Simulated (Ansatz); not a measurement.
# C2H3NS: a ladder of functionals and wavefunction methods

An exercise on one series of results from a longer session: the logs are not shown, and one member is left open.

Computed with Ansatz 0.2.0, Gaussian basis. Level: functionals in def2-TZVPP, the program's frozen cores in correlated methods.

Levels to be run: LDA (SPW92), PBE-D4, revPBE-D4, BLYP-D4, r2SCAN-D4, B97M-V, PBE0-D4, B3LYP-D4, r2SCANh-D4, r2SCAN0-D4, HSE06-D4, BHLYP-D4, CAM-B3LYP-D4, LC-ωPBE, ωB97X-V, ωB97M-V, B2PLYP, PBE-QIDH; CCSD(T)/def2-SVP; CCSD(T)/def2-TZVPP; MP2/def2-QZVPP; extrapolation to the limit; RPA on PBE.

### Structure used throughout

An earlier PBE0-D4 in a triple-zeta def2 set relaxation fixed the geometry.

SMILES `SC1=NC1`, 7 atoms, charge 0, spin multiplicity 1.

Atoms are counted from 1 here; the program's logs count them from 0.

Bond lengths: S1–C2 1.710 Å, S1–H5 1.342 Å, C2–N3 1.253 Å, C2–C4 1.440 Å, N3–C4 1.523 Å, C4–H6 1.087 Å, C4–H7 1.087 Å. Angles: C2–S1–H5 95.2°, S1–C2–N3 139.8°, S1–C2–C4 151.7°, N3–C2–C4 68.5°, C2–N3–C4 61.6°, C2–C4–N3 49.9°, C2–C4–H6 120.2°, C2–C4–H7 120.2°, N3–C4–H6 116.8°, N3–C4–H7 116.8°, H6–C4–H7 116.1°.

The first run:

Input file in.yaml:

```yaml
crystal:
  periodic: [false, false, false]
  atoms:
    - {symbol: S, position_ang: [-1.585666, -0.740513, -1.080093]}
    - {symbol: C, position_ang: [-0.218021, -0.523201, -0.076939]}
    - {symbol: N, position_ang: [0.553198, -1.193338, 0.647814]}
    - {symbol: C, position_ang: [0.791823, 0.305848, 0.529479]}
    - {symbol: H, position_ang: [-1.691812, 0.553154, -1.421101]}
    - {symbol: H, position_ang: [0.552283, 0.910288, 1.400779]}
    - {symbol: H, position_ang: [1.659397, 0.619760, -0.045541]}
basis:
  gaussian: {orbitals: def2-TZVPP}
hamiltonian: {xc: lda}
output: {orbitals: {seedname: orbitals}}
```

Run with:

```
$ ansatz run in.yaml --threads 2 --pin off --events-out ev --progress --plain --max-ram 4352MiB
```

Among the steps run: LDA; PBE-D4 (GGA); revPBE-D4 (GGA); BLYP-D4 (GGA); r2SCAN-D4 (meta-GGA); B97M-V (meta-GGA); B3LYP-D4 (hybrid); r2SCANh-D4 (hybrid); r2SCAN0-D4 (hybrid); HSE06-D4 (hybrid); BHLYP-D4 (hybrid); CAM-B3LYP-D4 (range-separated); LC-ωPBE (range-separated); ωB97X-V (range-separated); ωB97M-V (range-separated); B2PLYP (double hybrid); PBE-QIDH (double hybrid).

One of the session's tables, all rows but one given; the rest of the session is left out.

It belongs to the step «Frontier levels by functional». 

```
  functional  HOMO (eV)  gap (eV)
 LDA (SPW92)      -6.52      4.92
      PBE-D4      -6.38      5.02
   revPBE-D4      -6.33      5.06
     BLYP-D4          ?         ?
   r2SCAN-D4      -6.60      5.44
      B97M-V      -6.64      5.63
     PBE0-D4      -7.55      7.25
    B3LYP-D4      -7.32      6.79
  r2SCANh-D4      -7.04      6.27
  r2SCAN0-D4      -7.70      7.51
    HSE06-D4      -7.15      6.47
    BHLYP-D4      -8.59      9.37
CAM-B3LYP-D4      -8.85      9.73
     LC-ωPBE     -10.21     12.30
     ωB97X-V      -9.83     11.85
     ωB97M-V      -9.69     11.48
```

Q: Estimate the row for BLYP-D4 from the others.

Worked estimate for «HOMO (eV)». Against the share of exact exchange, B3LYP-D4 (0.2, -7.32), BHLYP-D4 (0.5, -8.59) give a slope of -4.23 per unit share; at 0 the line stands at -6.47.

**Answer.** HOMO (eV): -6.23; gap (eV): 5.01. In «HOMO (eV)» the line misses by -0.24.
